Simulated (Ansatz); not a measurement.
Relaxation of C3H4N2 (9 atoms, charge 0, multiplicity 1), to a largest force component of 0.015 eV/Å in at most 40 steps.

The calculation used RKS revPBE-D4/def2-SVP in Ansatz.

```xyz
9
Properties=species:S:1:pos:R:3:forces:R:3
N -0.134 0.330 -1.871 -2.04 2.56 -3.88
C 0.017 -0.009 -0.700 0.14 0.74 -0.11
C 0.620 -1.010 0.132 4.59 -1.78 0.15
C -0.039 0.121 0.671 -1.93 1.33 3.64
N -0.531 0.673 1.700 -0.69 1.32 0.37
H -0.750 1.246 -1.892 1.29 -1.49 -0.04
H 0.216 -1.981 0.187 -0.67 -1.92 0.23
H 1.763 -0.949 0.240 -0.98 -0.41 -0.30
H -0.328 0.193 2.591 0.30 -0.35 -0.06
```

Q: Where does it end, and by what steps?

A: It converged. After 11 steps the energy has fallen by 0.660 eV; C4 moved furthest, 0.10 Å.

| step | energy less start (eV) | largest force component (eV/Å) | accepted |
| --- | --- | --- | --- |
| 0 | 0.0000 | 4.587 | yes |
| 1 | -0.5233 | 1.697 | yes |
| 2 | -0.5681 | 0.600 | yes |
| 3 | -0.6436 | 0.578 | yes |
| 4 | -0.6516 | 0.291 | yes |
| 5 | -0.5407 | 0.801 | no |
| 6 | -0.6570 | 0.184 | yes |
| 7 | -0.6588 | 0.098 | yes |
| 8 | -0.6592 | 0.036 | yes |
| 9 | -0.6593 | 0.041 | yes |
| 10 | -0.6595 | 0.018 | yes |
| 11 | -0.6595 | 0.009 | yes |

```xyz
9
Properties=species:S:1:pos:R:3
N -0.165 0.386 -1.915
C 0.016 0.023 -0.705
C 0.690 -1.040 0.137
C -0.115 0.106 0.732
N -0.591 0.731 1.737
H -0.746 1.248 -1.920
H 0.258 -2.061 0.150
H 1.794 -1.023 0.230
H -0.309 0.245 2.613
```

Whether the end is a true minimum wasn't checked by a vibrational analysis.

Time of the run: 21 s on 1 thread of AMD EPYC 7R13 Processor (Zen 3), with other jobs on the host, peak memory 0.18 GiB.
